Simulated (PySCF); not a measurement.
**XPS shifts beside NMR shieldings**

C3H7N.
Cartesian coordinates in Å at the GFN2-xTB level; atoms count from 1:
```xyz
11
C3H7N angstrom
C     -1.4105   -0.3534    0.0963
C     -0.5488    0.8125   -0.2941
N      0.6996    0.9285   -0.3219
C      1.6136   -0.1098    0.0419
H     -2.3183   -0.3589   -0.5015
H     -1.6945   -0.2495    1.1437
H     -0.8966   -1.3036   -0.0259
H     -1.0960    1.7063   -0.5829
H      1.1730   -1.1013    0.1928
H      2.3737   -0.1647   -0.7385
H      2.1102    0.1967    0.9641
```

Binding energies: delta-SCF UKS SCAN, pcX-2 on the ionised atom, pcseg-1 elsewhere, spin-free X2C in PySCF. Shieldings: GIAO PBE0/pcSseg-1, non-relativistic, same geometry.

| atom | C 1s (eV) |
| --- | --- |
| C1 | 290.92 |
| C2 | 291.50 |
| C4 | 291.31 |

Q: What are the absolute isotropic shieldings of these atoms?

A: 
```tsv
atom	environment	C 1s (eV)	isotropic shielding (ppm)
C1	methyl carbon	290.92	171.9
C4	N-methyl carbon	291.31	146.6
C2	imine carbon	291.50	24.5
```

Q: Among the listed atoms, is the one with the highest binding energy also the least shielded?

A: Yes: C2 has both (291.50 eV, 24.5 ppm).

By binding energy: C1 < C4 < C2. By shielding: C2 < C4 < C1.

Isolated species at its GFN2-xTB geometry, gas phase. GFN2-xTB frequencies show an imaginary mode (60i cm⁻¹), so this geometry is no minimum at that level.
